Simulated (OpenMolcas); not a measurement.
**O2F (SMILES [O]OF) at 5 levels**

Aim: a comparison of 5 runs (UHF/3-21G, UHF/pcseg-1, UB3LYP/6-31G*, UM06-2X/aug-cc-pVDZ, ROCCSD[T]/6-31G*) of O2F. 

The results are computed with OpenMolcas 26.06.

10 further runs of the same task are left out: 3 that didn't finish, 7 set aside as unsound or not needed.

## (1) The system as given

O2F: 3 atoms, total charge 0, spin state doublet. SMILES: `[O]OF`. Geometry: relaxed at GFN2-xTB.

Bond lengths: O1–O2 1.194 Å. A long bond or contact: O2–F3 1.563 Å.

## (2) Energy and gradient at UHF/3-21G (run 1)

Input file struct.xyz:

```xyz
3

O      0.949760    -0.292600     0.491570
O      0.124690     0.486900     0.122000
F     -1.074440    -0.194290    -0.613560
```

Input file job.inp:

```
>>> EXPORT MOLCAS_PRINT=2
&GATEWAY
BasLib = $CurrDir
Coord = struct.xyz
Basis = 3-21G
Group = NoSym
&SEWARD
&SCF
UHF
Spin = 2
Thresholds = 1e-10 1e-07 1e-07 1e-05
PrOrbitals = 0
&ALASKA
```

The basis set 3-21G is read from a file made from the Basis Set Exchange's data (not shown).

Command:

```bash
$ export MOLCAS_MEM=1860
$ pymolcas job.inp > job.log
```

What it wrote:

```text
--- Start Module: gateway ---
[...]
--- Stop Module: gateway /rc=_RC_ALL_IS_WELL_ ---
[...]
      Basis functions           27
[...]
--- Start Module: scf ---
[...]
       Convergence after  45 Iterations
[...]
::    Total SCF energy                               -247.5250654211
[...]
      Total spin, S                                     0.5046901937
[...]
      Total electronic charge=   25.000000
      Total            charge=   -0.000000
[...]
      Dipole Moment (debye):
      Origin of the operator (angstrom)=   -0.0633   -0.0114   -0.0361
                   X=  8.0649E-01               Y=  1.5668E-01               Z=  4.6173E-01           Total=  9.4243E-01
      Quadrupole Moment (debye*angstrom):
[...]
--- Stop Module: scf /rc=_RC_ALL_IS_WELL_ ---
[...]
--- Start Module: alaska ---
[...]
 *              Molecular gradients               *
 **************************************************
  Irreducible representation: a
 ------------------------------------------------------------------------------------------
                              X                       Y                       Z
 ------------------------------------------------------------------------------------------
  O1               -1.09987169611266E-01    1.22184477443879E-01   -4.72673330887536E-02
  O2                1.57218149392466E-01   -1.07926194012983E-01    7.48641083183392E-02
  F3               -4.72309797812027E-02   -1.42582834308937E-02   -2.75967752295792E-02
 ------------------------------------------------------------------------------------------
--- Stop Module: alaska /rc=_RC_ALL_IS_WELL_ ---
[...]
```

It took 2.9 s on 1 thread of Intel Xeon 6975P-C (Granite Rapids), shared host; peak memory 0.37 GiB.

## (3) Energy and gradient at UHF/pcseg-1 (run 2)

Input file job.inp:

```
>>> EXPORT MOLCAS_PRINT=2

&gateway
 baslib=$CurrDir
 coord
 3
 angstrom
 O        0.949760      -0.292600       0.491570
 O        0.124690       0.486900       0.122000
 F       -1.074440      -0.194290      -0.613560
 basis=pcseg-1
 group=NoSym

&seward

&scf
 uhf
 spin=2
 thresholds=1e-10 1e-07 1e-07 1e-05
 prorbitals=1 1

&alaska
```

The basis set pcseg-1 is read from a file made from the Basis Set Exchange's data (not shown).

Command:

```bash
$ export MOLCAS_MEM=1860
$ pymolcas job.inp > job.log
```

What it wrote:

```text
--- Start Module: gateway ---
[...]
--- Stop Module: gateway /rc=_RC_ALL_IS_WELL_ ---
[...]
      Basis functions           42
[...]
--- Start Module: scf ---
[...]
       Convergence after  39 Iterations
[...]
::    Total SCF energy                               -248.8476464244
[...]
      Total spin, S                                     0.7892542696
[...]
      Total electronic charge=   25.000000
      Total            charge=   -0.000000
[...]
      Dipole Moment (debye):
      Origin of the operator (angstrom)=   -0.0633   -0.0114   -0.0361
                   X=  4.4820E-01               Y=  1.9483E-01               Z=  2.6839E-01           Total=  5.5756E-01
      Quadrupole Moment (debye*angstrom):
[...]
--- Stop Module: scf /rc=_RC_ALL_IS_WELL_ ---
[...]
--- Start Module: alaska ---
[...]
 *              Molecular gradients               *
 **************************************************
  Irreducible representation: a
 ------------------------------------------------------------------------------------------
                              X                       Y                       Z
 ------------------------------------------------------------------------------------------
  O1                1.48743062925885E-02   -9.57986787237886E-03    7.15186338504026E-03
  O2               -8.57509267106114E-02   -3.37606509390636E-02   -5.09650435025277E-02
  F3                7.08766204180105E-02    4.33405188114109E-02    4.38131801174899E-02
 ------------------------------------------------------------------------------------------
--- Stop Module: alaska /rc=_RC_ALL_IS_WELL_ ---
[...]
```

Run time: 3.9 s. Hardware: 1 thread of Intel Xeon 6975P-C (Granite Rapids), shared host; peak memory 0.38 GiB.

Runs 3 to 4 aren't shown in full; the table further down has their settings and results.

## (4) A single-point energy at ROCCSD[T]/6-31G(d) (Cartesian functions) (run 5)

Input file test.inp:

```
&GATEWAY
BasisSet
O.6-31G*....
O1 0.949760 -0.292600 0.491570 angstrom
O2 0.124690 0.486900 0.122000 angstrom
End of Basis
BasisSet
F.6-31G*....
F3 -1.074440 -0.194290 -0.613560 angstrom
End of Basis
&SEWARD
&SCF
UHF
Spin=2
PrOrbitals=1 2
&RASSCF
FileOrb=$Project.UnaOrb
Spin=2
Nactel=1 0 0
Inactive=12
Ras2=1
OutOrbitals=Canonical
OrbListing=Nothing
&MOTRA
JobIph
Frozen=3
&CCSDT
CCT
Triples=1
Iterations=50
Extrapolation=5 4
```

Command:

```bash
$ export MOLCAS_MEM=1860
$ pymolcas test.inp > test.log
```

What it wrote:

```text
--- Start Module: gateway ---
[...]
--- Stop Module: gateway /rc=_RC_ALL_IS_WELL_ ---
[...]
      Basis functions           45
[...]
       Convergence after  54 Iterations
[...]
::    Total SCF energy                               -248.9077602903
[...]
      Total spin, S                                     0.7611881304
[...]
      Number of active orbitals                  1
[...]
      Spin quantum number                      0.5
[...]
      Active orbitals                            1
[...]
      Number of CSFs                             1
[...]
      Number of root(s) required                 1
[...]
      Convergence after 12 iterations
[...]
      printout of CI-coefficients larger than  0.05 for root  1
      energy=    -248.880480
      conf/sym  1     Coeff  Weight
             1  u   1.00000 1.00000
      Natural orbitals and occupation numbers for root  1
      sym 1:   1.000000
      ************************************************************************************************************************
      *                                                    Final results                                                     *
[...]
::    RASSCF root number  1 Total energy:   -248.88048049
[...]
      Total electronic charge=   25.000000
      Total            charge=   -0.000000
[...]
      Dipole Moment (debye):
      Origin of the operator (angstrom)=   -0.0633   -0.0114   -0.0361
                   X=  1.1844E+00               Y=  3.3090E-01               Z=  6.8914E-01           Total=  1.4097E+00
      Quadrupole Moment (debye*angstrom):
[...]
--- Start Module: motra ---
[...]
      *** WARNING: Default frozen orbitals is overwritten by user input.
      *** Default values:   3
[...]
--- Stop Module: motra /rc=_RC_ALL_IS_WELL_ ---
--- Start Module: ccsdt ---
[...]
      Convergence after                    20  Iterations
      Total energy (diff) :    -249.44225753      -0.00000005
[...]
       CCSD     =      -249.4422575313826
[...]
--- Stop Module: ccsdt /rc=_RC_ALL_IS_WELL_ ---
[...]
```

Wall time 7.8 s (1 thread of Intel Xeon 6975P-C (Granite Rapids), shared host); peak memory 0.38 GiB.

## (5) All runs side by side

| run | level | integration grid | Cartesian functions | energy (Eh) | dipole moment (D) | HOMO energy (eV) | LUMO energy (eV) | wall time |
| --- | --- | --- | --- | --- | --- | --- | --- | --- |
| 1 | UHF/3-21G | – | no | -247.525065 | 0.94 | -13.52 | 2.09 | 2.9 s |
| 2 | UHF/pcseg-1 | – | no | -248.847646 | 0.56 | -15.26 | 2.46 | 3.9 s |
| 3 | UB3LYP/6-31G* (spherical functions) | UltraFine | no | -250.049704 | 1.19 | -8.82 | -4.13 | 12 s |
| 4 | UM06-2X/aug-cc-pVDZ | UltraFine | no | -249.999541 | 1.50 | -11.72 | -2.97 | 28 s |
| 5 | ROCCSD[T]/6-31G* (Cartesian functions) | – | yes | -249.468580 | – | – | – | 7.8 s |

## (6) Summary of results

| quantity | value |
| --- | --- |
| run 5: total energy | -249.46858 Eh |

What this shows: Over runs 1, 2, 3, 4 the dipole moment (its size) runs from 0.56 D (UHF/pcseg-1) to 1.50 D (UM06-2X/aug-cc-pVDZ). The two ends differ in method and basis. Totals of different functionals can't be ranked against each other. Spin contamination of the reference: run 2 ⟨S²⟩ = 1.41. Where it is this large, the reference is a mixture of spin states, and values that rest on it are in doubt. All runs together took 54 s, the longest 28 s.
